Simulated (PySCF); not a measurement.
Record of a relaxation.

Cyclopentadienone, C5H4O.
Bonds: O1–C2 (double), C2–C3, C3–C4 (double), C4–C5, C5–C6 (double), C2–C6. Hydrogens: H7 on C3; H8 on C4; H9 on C5; H10 on C6.

Computed by this run: PBE0-D3(BJ)/def2-TZVP geometry optimisation, gas phase (PySCF); density fitting, grid level 2; the optimiser is geomeTRIC in internal coordinates, started from a GFN2-xTB structure with every atom displaced at random (about 0.01 Å). The frame can shift and turn from step to step; on so coarse a grid that alone can change the energy by a few meV, and forces under 0.02 eV/Å are noise.

Step 0: E = -7289.8138 eV, largest atomic force 3.655 eV/Å
```
atom  x, y, z in Å  |  force x, y, z in eV/Å
O1      2.427    0.236   -0.179   -1.992  -0.002   0.150
C2      1.208    0.127   -0.096    1.538   0.127  -0.146
C3      0.165    1.209    0.048    3.337   1.486  -0.101
C4     -0.980    0.635    0.117   -3.564  -0.701   0.138
C5     -0.865   -0.842    0.006    0.582   0.346   0.141
C6      0.424   -1.139   -0.111    0.242  -0.823  -0.089
H7      0.444    2.252    0.102   -0.178   0.009  -0.015
H8     -1.954    1.119    0.225    0.317  -0.049  -0.005
H9     -1.700   -1.505    0.063   -0.320  -0.350  -0.055
H10     0.882   -2.112   -0.196    0.038  -0.045  -0.019
```

Step 1: E = -7289.8915 eV, largest atomic force 0.571 eV/Å
```
atom  x, y, z in Å  |  force x, y, z in eV/Å
O1      2.251    0.352   -0.763    0.433  -0.160   0.151
C2      1.182    0.154   -0.257   -0.348   0.192  -0.251
C3      0.193    1.218    0.121   -0.501  -0.271  -0.041
C4     -0.988    0.608    0.279    0.453   0.233   0.118
C5     -0.812   -0.866    0.147   -0.189  -0.148   0.113
C6      0.460   -1.157   -0.115    0.070   0.098  -0.081
H7      0.417    2.270    0.130    0.042   0.095  -0.001
H8     -1.938    1.083    0.472   -0.071   0.007   0.025
H9     -1.632   -1.567    0.255    0.089   0.023  -0.025
H10     0.917   -2.117   -0.289    0.022  -0.069  -0.007
```

Step 2: E = -7289.9205 eV, largest atomic force 0.492 eV/Å
```
atom  x, y, z in Å  |  force x, y, z in eV/Å
O1      2.309    0.300   -0.694   -0.084   0.264   0.198
C2      1.186    0.169   -0.284   -0.308  -0.383  -0.028
C3      0.174    1.219    0.082    0.125   0.297  -0.127
C4     -0.994    0.609    0.288    0.145   0.034  -0.013
C5     -0.822   -0.867    0.144    0.148   0.027   0.059
C6      0.450   -1.134   -0.147   -0.053  -0.275  -0.059
H7      0.397    2.275    0.104   -0.032   0.027  -0.010
H8     -1.940    1.081    0.518    0.024   0.014   0.029
H9     -1.627   -1.579    0.274    0.028   0.007  -0.001
H10     0.915   -2.095   -0.305    0.008  -0.013  -0.049
```

Step 3: E = -7289.9361 eV, largest atomic force 0.566 eV/Å
```
atom  x, y, z in Å  |  force x, y, z in eV/Å
O1      2.325    0.316   -0.569   -0.136  -0.002   0.021
C2      1.162    0.160   -0.295    0.459   0.054  -0.106
C3      0.161    1.238    0.025    0.303  -0.256   0.000
C4     -0.977    0.611    0.293   -0.565  -0.021   0.025
C5     -0.818   -0.870    0.147    0.105   0.099   0.015
C6      0.437   -1.155   -0.195   -0.031   0.220   0.081
H7      0.390    2.296    0.049   -0.024  -0.140  -0.035
H8     -1.915    1.078    0.570    0.020  -0.041   0.010
H9     -1.617   -1.578    0.309   -0.096  -0.016   0.033
H10     0.904   -2.118   -0.353   -0.034   0.104  -0.044
```

Step 4: E = -7289.9433 eV, largest atomic force 0.258 eV/Å
```
atom  x, y, z in Å  |  force x, y, z in eV/Å
O1      2.331    0.325   -0.574   -0.035  -0.006   0.031
C2      1.174    0.157   -0.290    0.020  -0.044  -0.099
C3      0.162    1.219    0.031    0.025   0.246   0.072
C4     -0.995    0.616    0.293    0.170  -0.175  -0.063
C5     -0.812   -0.862    0.154   -0.169  -0.148  -0.002
C6      0.441   -1.151   -0.193    0.001   0.170   0.087
H7      0.393    2.273    0.045    0.014   0.005  -0.019
H8     -1.933    1.085    0.564    0.037  -0.029  -0.011
H9     -1.613   -1.571    0.315   -0.030  -0.032   0.009
H10     0.901   -2.112   -0.366   -0.034   0.012  -0.004
```

Step 5: E = -7289.9399 eV, largest atomic force 0.399 eV/Å
```
atom  x, y, z in Å  |  force x, y, z in eV/Å
O1      2.331    0.326   -0.592    0.056  -0.082   0.007
C2      1.180    0.162   -0.289   -0.247   0.105   0.035
C3      0.172    1.222    0.042   -0.117  -0.054   0.001
C4     -0.985    0.605    0.287   -0.069   0.139   0.083
C5     -0.826   -0.875    0.158    0.242   0.224  -0.086
C6      0.436   -1.137   -0.179    0.081  -0.389  -0.039
H7      0.396    2.277    0.051   -0.015   0.050   0.004
H8     -1.922    1.075    0.549   -0.030   0.042   0.008
H9     -1.629   -1.584    0.314    0.066   0.036  -0.012
H10     0.897   -2.094   -0.362    0.033  -0.072  -0.003
```

Step 6: E = -7289.9468 eV, largest atomic force 0.048 eV/Å
```
atom  x, y, z in Å  |  force x, y, z in eV/Å
O1      2.328    0.322   -0.590    0.016  -0.004   0.016
C2      1.175    0.160   -0.289   -0.036   0.010  -0.009
C3      0.168    1.225    0.042   -0.013  -0.020  -0.022
C4     -0.988    0.610    0.289   -0.001   0.015   0.043
C5     -0.818   -0.868    0.155    0.010   0.030  -0.028
C6      0.441   -1.146   -0.181    0.018  -0.044  -0.006
H7      0.393    2.280    0.052   -0.002   0.008  -0.002
H8     -1.927    1.078    0.552   -0.008   0.008   0.003
H9     -1.620   -1.577    0.312    0.011   0.005   0.000
H10     0.900   -2.105   -0.362    0.005  -0.008   0.004
```

Step 7: E = -7289.9472 eV, largest atomic force 0.022 eV/Å
```
atom  x, y, z in Å  |  force x, y, z in eV/Å
O1      2.331    0.322   -0.576   -0.003  -0.011   0.005
C2      1.174    0.160   -0.290    0.000   0.013  -0.016
C3      0.165    1.224    0.034    0.008   0.012   0.011
C4     -0.988    0.611    0.292   -0.014  -0.012  -0.012
C5     -0.818   -0.867    0.152    0.005   0.005   0.010
C6      0.440   -1.147   -0.186    0.006  -0.001   0.004
H7      0.391    2.280    0.043    0.000  -0.002   0.001
H8     -1.926    1.078    0.562    0.004  -0.001  -0.001
H9     -1.619   -1.576    0.312   -0.002  -0.003  -0.001
H10     0.900   -2.107   -0.364   -0.003   0.000  -0.002
```

Q: Summarise the path.

A: The energy falls by 0.1334 eV from step 0 to step 7; nine tenths of that is first reached at step 3. It rises by more than 0.2 meV at step 5. The largest force goes from 3.655 to 0.022 eV/Å. Among the bonds C3=C4 changes most, from 1.283 to 1.332 Å; the atoms move by 0.023 Å rms after alignment.

Q: Follow the three bonds and two angles with the largest change from start to end.

A: 
```
step  E above end (eV)  largest force (eV/Å)  C3=C4 (Å)  O1=C2 (Å)  C5–H9 (Å)  C2–C3–H7 (°)  C5–C4–H8 (°)
   0            0.1334                 3.655      1.283      1.227      1.068         121.2         121.2
   1            0.0556                 0.571      1.339      1.200      1.085         123.9         123.7
   2            0.0267                 0.492      1.334      1.203      1.082         123.3         123.5
   3            0.0110                 0.566      1.327      1.205      1.079         124.3         122.9
   4            0.0039                 0.258      1.331      1.203      1.081         123.4         123.9
   5            0.0073                 0.399      1.334      1.202      1.083         123.6         122.9
   6            0.0004                 0.048      1.332      1.202      1.082         123.7         123.3
   7            0.0000                 0.022      1.332      1.203      1.082         123.7         123.3
```

The cost below is that of the whole optimisation. The run took 84 s wall on one thread of an Intel Xeon 6975P-C, on a shared host, and the process peaked at 1.1 GiB of memory.
